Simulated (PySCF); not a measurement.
Some computed properties have been withheld. Give your best values.

Compound: C4H4N (charge -1).
InChI=1S/C4H4N/c1-2-4-5-3-1/h1-4H/q-1

```tsv
property	level	value
point group	PBE0-D3(BJ)/def2-SVP	?
rotational constants A, B, C	PBE0-D3(BJ)/def2-SVP	?
HOMO energy	B3LYP/pcSseg-2	-0.03 eV
LUMO energy	B3LYP/pcSseg-2	4.71 eV
13C chemical shifts (computed TMS as zero) by class	GIAO B3LYP/pcSseg-2	?
1H chemical shifts (computed TMS as zero) by class	GIAO B3LYP/pcSseg-2	?
isotropic shieldings of nuclei other than C and H, by class	GIAO B3LYP/pcSseg-2	-45 (1 N) ppm
largest of the computed one-bond spin–spin couplings (means over like bonds)	B3LYP/pcJ-1	?
core binding energies	ΔSCF SCAN, pcX-2 on the ionised atom, pcseg-1 elsewhere, spin-free X2C	?
```

The electronic properties come from PySCF, for the isolated species, density fitting. Isolated species at its PBE0-D3(BJ)/def2-SVP geometry, gas phase. The geometry's basis has no diffuse functions, a weakness for an anion. The HOMO energy is positive, so at this level the finite basis confines the outermost electrons. No diffuse functions stand in pcJ-1 and pcSseg-2, which bears on an anion's orbital energies.

Task: What are the 1H chemical shifts (computed TMS as zero) by class?

Result: 6.82 (2 H), 5.95 (2 H) ppm.

Task: What is the point group?

Result: C2v.

Task: What are the largest of the computed one-bond spin–spin couplings (means over like bonds)?

Result: 13C–1H +169.9 (×2), 13C–1H +159.6 (×2), 13C–13C +67.0, 13C–13C +66.7 (×2), 15N–13C +0.9 (×2) Hz.

Task: What are the 13C chemical shifts (computed TMS as zero) by class?

Result: 133.2 (2 C), 104.1 (2 C) ppm.

Task: What are the rotational constants A, B, C?

Result: 9.651, 9.237, 4.720 GHz.

Task: The core binding energies?

Result: C1s 283.9 (×2), C1s 284.3 (×2), N1s 397.7 eV.

The rotational constants make it an asymmetric top with κ = (2B − A − C)/(A − C) = 0.83, nearer the oblate limit (+1). With B = h/(8π²I), that is 505.379 GHz u Å² over I, the principal moments of inertia are 52.4, 54.7 and 107.1 u Å² (most abundant isotopes).
